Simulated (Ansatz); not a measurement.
## Elastic constant C12 of some hcp solids

Method: PBEsol (plane waves, PAW; Ansatz, a quantum-chemistry and plane-wave program). References are measured values at low temperature. The table is a random draw of 6 from 7 solids with such references.

Values in GPa.

```json
[
 {"solid": "hcp Zn", "reference": "34.8¶", "PBEsol": "48.2", "error (%)": "+39"},
 {"solid": "hcp Y", "reference": "29.1¶", "PBEsol": "24.6", "error (%)": "-15.5"},
 {"solid": "hcp Os", "reference": "228¶", "PBEsol": "241", "error (%)": "+5.7"},
 {"solid": "hcp Zr", "reference": "67.2", "PBEsol": "68.9", "error (%)": "+2.5"},
 {"solid": "hcp Be", "reference": "27.6¶", "PBEsol": "22.0", "error (%)": "-20"},
 {"solid": "hcp Ti", "reference": "87", "PBEsol": "89.4", "error (%)": "+2.8"}
]
```

Over these 6 solids the mean error is +2.3 %, the mean absolute error 14.2 % (median 10.6 %), and the worst case hcp Zn at +39 %; the value is too high in 4 of 6 cases. Over all 7, from unrounded values, the mean error is +1.4 % and the mean absolute error 12.7 % (median 5.7 %).

All these references are low-temperature values that still hold zero-point motion.

Spin–orbit coupling is left out, also for the solids with elements from indium on (hcp Os); its size isn't shown.

¶ marks references of a special kind: hcp Zn, 34.8 GPa (measured, 0 K, extrapolated to 0 K; zero-point effects included; as tabulated in Galib et al. (2023), arXiv:2209.08184); hcp Y, 29.1 ± 0.3 GPa (measured, 0 K, extrapolated to 0 K; as tabulated in Elastic Constants of Yttrium Single Crystals in the Temperature Range 4.2-400 K); hcp Os, 228 GPa (measured, 0 K, extrapolated to 0 K (read from the set's bulk modulus against, 405 at 300 K); as tabulated in Liu et al. (2023), arXiv:2002.00005); hcp Be, 27.6 ± 0.8 GPa (measured, 0 K, extrapolated to 0 K; as tabulated in Elastic Constants of Single Crystal Beryllium, J. Appl. Phys., doi …).

Differences are worked out from the printed values.

Each level is taken at its own relaxed cell. Ansatz's density-functional and Hartree–Fock values are scalar-relativistic unless marked +SOC, with PAW data made under PBE.

Ansatz's runs of these crystals have no spin polarisation.

Not in this set, of the hcp solids with a reference value in our tables and a result at some level: 5 for a reference at room or unstated temperature. These can be a level's best or worst cases. Solids without a released value at any level aren't counted. L1₀ solids are left out, as their cells have other axes than the references. Layered and molecular crystals are counted apart. The metals Ce to Yb are counted apart.

References as tabulated in Galib et al. (2023), arXiv:2209.08184; Elastic Constants of Yttrium Single Crystals in the Temperature Range 4.2-400 K; Liu et al. (2023), arXiv:2002.00005; Clouet (2012), arXiv:1210.1082 and others.
